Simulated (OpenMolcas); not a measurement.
# OH (SMILES [OH]): levels of theory compared

Aim: a comparison of 6 runs (UHF/STO-3G, UB3LYP/6-31G*, UBHLYP/aug-cc-pVTZ, UPBE0/aug-cc-pVTZ, UTPSS/aug-cc-pVTZ, ROCCSD(T)/aug-cc-pVTZ) of OH. 

The results are computed with OpenMolcas 26.06.

### 1 The molecule

The species is OH (2 atoms), meant as a doublet with charge 0. SMILES: `[OH]`. The shape is that of a PBE0-D4/def2-TZVP optimisation.

Bond lengths: O1–H2 0.973 Å.

### 2 Energy and gradient at UHF/STO-3G (run 1)

test.inp

```
>>> EXPORT MOLCAS_PRINT=2

&GATEWAY
 BasLib=$CurrDir
 Coord
 2
 angstrom
 O        0.415880      -0.133150       0.214550
 H       -0.415880       0.133150      -0.214550
 Basis=STO-3G
 Group=NoSym

&SEWARD

&SCF
 UHF
 Spin=2
 Thresholds=1e-10 1e-07 1e-07 1e-05
 PrOrbitals=0

&ALASKA
```

The basis set STO-3G is read from a file made from the Basis Set Exchange's data (not shown).

The run is started by

```bash
$ export MOLCAS_MEM=1860
$ pymolcas test.inp > test.log
```

What it wrote:

```text
--- Start Module: gateway ---
[...]
--- Stop Module: gateway /rc=_RC_ALL_IS_WELL_ ---
[...]
      Basis functions            6
[...]
--- Start Module: scf ---
[...]
       Convergence after  10 Iterations
[...]
::    Total SCF energy                                -74.3629796033
[...]
      Total spin, S                                     0.5016614026
[...]
      Total electronic charge=    9.000000
      Total            charge=   -0.000000
[...]
      Dipole Moment (debye):
      Origin of the operator (angstrom)=    0.3666   -0.1174    0.1891
                   X= -1.0898E+00               Y=  3.4892E-01               Z= -5.6222E-01           Total=  1.2750E+00
      Quadrupole Moment (debye*angstrom):
[...]
--- Stop Module: scf /rc=_RC_ALL_IS_WELL_ ---
--- Start Module: alaska ---
[...]
 *              Molecular gradients               *
 **************************************************
  Irreducible representation: a
 ------------------------------------------------------------------------------------------
                              X                       Y                       Z
 ------------------------------------------------------------------------------------------
  O1               -4.38652753621913E-02    1.40441026605745E-02   -2.26298327136659E-02
  H2                4.38652753621913E-02   -1.40441026605745E-02    2.26298327136659E-02
 ------------------------------------------------------------------------------------------
--- Stop Module: alaska /rc=_RC_ALL_IS_WELL_ ---
[...]
```

It took 1.6 s on 1 thread of Arm Neoverse V2, shared host; peak memory 0.37 GiB.

### 3 Energy and forces at UB3LYP/6-31G(d) (Cartesian functions) (run 2)

struct.xyz

```xyz
2

O      0.415880    -0.133150     0.214550
H     -0.415880     0.133150    -0.214550
```

job.inp

```
>>> EXPORT MOLCAS_PRINT=2
&GATEWAY
BasLib
$CurrDir
Coord
struct.xyz
Basis
6-31Gs
Group
NoSym
&SEWARD
GridInput
Grid=UltraFine
End of Grid
&SCF
UHF
Spin
2
KSDFT
B3LYP
Thresholds
1e-10 1e-07 1e-07 1e-05
PrOrbitals
1
&ALASKA
```

The basis set 6-31G* is read from a file made from the Basis Set Exchange's data (not shown).

The run is started by

```bash
$ export MOLCAS_MEM=1860
$ pymolcas job.inp > job.log
```

What it wrote:

```text
--- Start Module: gateway ---
[...]
--- Stop Module: gateway /rc=_RC_ALL_IS_WELL_ ---
[...]
      Basis functions           17
[...]
--- Start Module: scf ---
[...]
       Convergence after  11 Iterations
[...]
::    Total KS-DFT energy                             -75.7233695693
[...]
      Total spin, S                                     0.5009626411
[...]
      Total electronic charge=    9.000000
      Total            charge=   -0.000000
[...]
      Dipole Moment (debye):
      Origin of the operator (angstrom)=    0.3666   -0.1174    0.1891
                   X= -1.5005E+00               Y=  4.8041E-01               Z= -7.7410E-01           Total=  1.7554E+00
      Quadrupole Moment (debye*angstrom):
[...]
--- Stop Module: scf /rc=_RC_ALL_IS_WELL_ ---
[...]
--- Start Module: alaska ---
[...]
 *              Molecular gradients               *
 **************************************************
  Irreducible representation: a
 ------------------------------------------------------------------------------------------
                              X                       Y                       Z
 ------------------------------------------------------------------------------------------
  O1               -7.83534226922944E-03    2.50859820891791E-03   -4.04220612638606E-03
  H2                7.83534226922922E-03   -2.50859820891769E-03    4.04220612638606E-03
 ------------------------------------------------------------------------------------------
--- Stop Module: alaska /rc=_RC_ALL_IS_WELL_ ---
[...]
```

Wall time 3.6 s (1 thread of Arm Neoverse V2, shared host); peak memory 0.37 GiB.

Runs 3 to 5 aren't shown in full; the table further down has their settings and results.

### 4 The energy at ROCCSD(T)/aug-cc-pVTZ (run 6)

test.inp

```
* HO CCSD(T)

&GATEWAY
 BASLIB=$CurrDir
 COORD
 2
 bohr
 O      0.78589930    -0.25161703     0.40544074
 H     -0.78589930     0.25161703    -0.40544074
 BASIS=aug-cc-pVTZ
 GROUP=NoSym

&SEWARD

&SCF
 UHF
 SPIN=2
 THRESHOLDS=1e-10 1e-07 1e-07 1e-05
 PRORBITALS=1 1

&RASSCF
 FILEORB=$Project.UnaOrb
 SPIN=2
 NACTEL=1 0 0
 INACTIVE=4
 RAS2=1
 OUTORBITALS=Canonical
 ORBLISTING=Nothing

&MOTRA
 JOBIPH
 FROZEN=1

&CCSDT
 CCT
 TRIPLES=3
 ITERATIONS=80
 ACCURACY=1e-08
 EXTRAPOLATION=5 4
```

The basis set aug-cc-pVTZ is read from a file made from the Basis Set Exchange's data (not shown).

The run is started by

```bash
$ export MOLCAS_MEM=1860
$ pymolcas test.inp > test.log
```

What it wrote:

```text
--- Start Module: gateway ---
[...]
--- Stop Module: gateway /rc=_RC_ALL_IS_WELL_ ---
[...]
      Basis functions           69
[...]
       Convergence after  13 Iterations
[...]
::    Total SCF energy                                -75.4215144914
[...]
      Total spin, S                                     0.5035588288
[...]
      Number of active orbitals                  1
[...]
      Spin quantum number                      0.5
[...]
      Active orbitals                            1
[...]
      Number of CSFs                             1
[...]
      Number of root(s) required                 1
[...]
      Convergence after  7 iterations
[...]
      printout of CI-coefficients larger than  0.05 for root  1
      energy=     -75.416522
      conf/sym  1     Coeff  Weight
             1  u   1.00000 1.00000
      Natural orbitals and occupation numbers for root  1
      sym 1:   1.000000
      ************************************************************************************************************************
      *                                                    Final results                                                     *
[...]
::    RASSCF root number  1 Total energy:    -75.41652226
[...]
      Total electronic charge=    9.000000
      Total            charge=   -0.000000
[...]
      Dipole Moment (debye):
      Origin of the operator (angstrom)=    0.3666   -0.1174    0.1891
                   X= -1.5076E+00               Y=  4.8269E-01               Z= -7.7777E-01           Total=  1.7638E+00
      Quadrupole Moment (debye*angstrom):
[...]
--- Start Module: motra ---
[...]
      *** WARNING: Default frozen orbitals is overwritten by user input.
      *** Default values:   1
[...]
--- Stop Module: motra /rc=_RC_ALL_IS_WELL_ ---
--- Start Module: ccsdt ---
[...]
      Convergence after                    15  Iterations
      Total energy (diff) :     -75.63958415      -0.00000001
[...]
 METHOD                       : CCSD+T(CCSD)+<T3(1)WT1>+<T3(1)UT2> = CCSD(T)
[...]
       CCSD     =       -75.6395841457598
[...]
--- Stop Module: ccsdt /rc=_RC_ALL_IS_WELL_ ---
[...]
```

Run time: 8.1 s. Hardware: 1 thread of Arm Neoverse V2, shared host; peak memory 0.41 GiB.

### 5 The series

| run | level | Cartesian functions | integration grid | energy (Eh) | dipole moment (D) | HOMO energy (eV) | LUMO energy (eV) | wall time |
| --- | --- | --- | --- | --- | --- | --- | --- | --- |
| 1 | UHF/STO-3G | no | – | -74.362980 | 1.27 | -10.28 | 9.80 | 1.6 s |
| 2 | UB3LYP/6-31G* (Cartesian functions) | yes | UltraFine | -75.723370 | 1.76 | -8.23 | -4.19 | 3.6 s |
| 3 | UBHLYP/aug-cc-pVTZ | no | UltraFine | -75.735797 | 1.70 | -11.11 | -2.51 | 10 s |
| 4 | UPBE0/aug-cc-pVTZ | no | UltraFine | -75.685640 | 1.65 | -9.24 | -4.31 | 9.6 s |
| 5 | UTPSS/aug-cc-pVTZ | no | UltraFine | -75.772731 | 1.61 | -7.52 | -5.96 | 14 s |
| 6 | ROCCSD(T)/aug-cc-pVTZ | no | – | -75.645536 | – | – | – | 8.1 s |

### 6 Results

| quantity | value |
| --- | --- |
| run 6: total energy | -75.64554 Eh |
| run 6: (T) correction | -5.95 mEh |

**Reading.** Over runs 1, 2, 3, 4, 5 the dipole moment (its size) runs from 1.27 D (UHF/STO-3G) to 1.76 D (UB3LYP/6-31G*). The two ends differ in method and basis. Totals of different functionals can't be ranked against each other. In run 1 the basis is minimal, so the values are rough. All runs together took 47 s, the longest 14 s.
